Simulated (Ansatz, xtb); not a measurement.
C2H6S2: which of two isomers lies lower

Structure X: `CCSS`, a singlet. Structure Y: `CSSC`, a singlet. Both are isolated molecules in the gas phase, relaxed with B3LYP-D3(BJ)/def2-SVP; the shapes shown needn't be the lowest conformers.

X (Å):

```xyz
10

C     1.1698   -0.6351   -1.2552
C     0.6828    0.0317    0.0263
S    -0.4866    1.3871   -0.4100
S    -0.9071    2.2228    1.4570
H     1.8682   -1.4521   -1.0142
H     1.6967    0.0819   -1.9042
H     0.3329   -1.0642   -1.8287
H     1.5163    0.4676    0.5967
H     0.1577   -0.6850    0.6761
H    -1.9491    1.4228    1.8070
```

Y (Å):

```xyz
10

C    -0.7596   -1.2264   -1.1890
C     0.3416    2.3699   -1.2802
S     0.0423   -0.3653   -2.5890
S     1.3779    0.9019   -1.6200
H    -0.0147   -1.7628   -0.5854
H    -1.3233   -0.5244   -0.5580
H    -1.4602   -1.9499   -1.6344
H    -0.0537    2.7905   -2.2150
H     1.0024    3.1069   -0.7974
H    -0.4837    2.1269   -0.5959
```

Quicker runs give these differences E(Y) − E(X): GFN2-xTB +0.074 eV; HF/STO-3G −0.173 eV (at GFN2-xTB geometries); r2SCAN-D4/def2-SVP +0.046 eV (at GFN2-xTB geometries).

Q: Estimate E(Y) − E(X) at the level CCSD(T)/def2-SVP + ΔMP2/def2-TZVPP.

A: Too close to call at this level: CCSD(T)/def2-SVP + ΔMP2/def2-TZVPP gives E(Y) − E(X) = +0.030 eV.

How the difference moves with the method:

```tsv
level	geometry	E(Y) − E(X) (eV)	departure from the last row (eV)	job, with rough time for the two
GFN2-xTB	GFN2-xTB	+0.074	+0.045	optimisation, 0.096 s
HF/STO-3G	GFN2-xTB	−0.173	−0.203	single point, 0.24 s
r2SCAN-D4/def2-SVP	GFN2-xTB	+0.046	+0.017	single point, 2.7 s
B3LYP-D3(BJ)/def2-SVP	B3LYP-D3(BJ)/def2-SVP	+0.038	+0.009	optimisation, 20 s
HF/def2-SVP	B3LYP-D3(BJ)/def2-SVP	+0.123	+0.093	part of the CCSD(T) run
MP2/def2-SVP	B3LYP-D3(BJ)/def2-SVP	+0.109	+0.079	part of the CCSD(T) run
CCSD(T)/def2-SVP	B3LYP-D3(BJ)/def2-SVP	+0.125	+0.095	single point
CCSD(T)/def2-SVP + ΔMP2/def2-TZVPP	B3LYP-D3(BJ)/def2-SVP	+0.030		single point, 14 s
```

As drawn, Y has 1 C–S, 1 C–H in place of 1 C–C, 1 S–H.

The largest departure from CCSD(T)/def2-SVP + ΔMP2/def2-TZVPP is that of HF/STO-3G, 0.203 eV. The last row adds to CCSD(T) the change of the MP2 difference between the two basis sets, here −0.095 eV.

With harmonic frequencies from B3LYP-D3(BJ)/def2-SVP (ideal gas, rigid rotor, one conformer each, 400 K, 1 atm): the zero-point term adds +0.018 eV; ΔH is +0.058 and ΔG +0.059 eV.

The correlated steps freeze 12 core orbitals. Programs: Ansatz 0.2.0, xtb 6.7.1; the last row on 2 threads of Arm Neoverse V2 on a shared host.
